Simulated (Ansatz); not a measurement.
Relaxation of C₃H₇NO₂ (13 atoms, charge 0, multiplicity 1), to a largest force component of 0.015 eV/Å in at most 40 steps.

The calculation used RKS PBE/def2-SVP (Ansatz).

```xyz
13
Properties=species:S:1:pos:R:3
C -0.832 -1.117 0.676
C 0.179 -0.248 -0.018
N 1.236 -1.007 -0.578
O -0.267 0.681 -0.979
C -0.081 1.747 -0.095
O 0.640 0.869 0.763
H -0.436 -1.634 1.509
H -1.293 -1.772 -0.038
H -1.683 -0.428 1.100
H 2.041 -0.390 -0.787
H 0.983 -1.458 -1.412
H -0.965 2.166 0.406
H 0.498 2.557 -0.530
```

Q: Where does it end, and by what steps?

A: It converged. After 7 steps the energy has fallen by 0.655 eV; H11 moved furthest, 0.53 Å.

```
step  energy less start (eV)  largest force component (eV/Å)  accepted
   0                  0.0000                           2.964       yes
   1                 -0.5422                           0.993       yes
   2                 -0.6152                           0.639       yes
   3                 -0.6131                           0.664        no
   4                 -0.6450                           0.275       yes
   5                 -0.6535                           0.046       yes
   6                 -0.6548                           0.018       yes
   7                 -0.6550                           0.009       yes
```

```xyz
13
Properties=species:S:1:pos:R:3
C -0.843 -1.078 0.607
C 0.215 -0.194 -0.041
N 1.302 -0.942 -0.523
O -0.395 0.765 -0.985
C -0.081 1.774 -0.041
O 0.652 0.894 0.805
H -0.395 -1.666 1.431
H -1.280 -1.772 -0.139
H -1.657 -0.450 1.012
H 1.927 -0.379 -1.107
H 1.025 -1.798 -1.011
H -0.987 2.201 0.463
H 0.538 2.608 -0.456
```

Whether the end is a true minimum wasn't checked by a vibrational analysis.

Time of the run: 15 s on 2 threads of Intel(R) Xeon(R) Platinum 8488C (Sapphire Rapids), with other jobs on the host, peak memory 0.17 GiB.
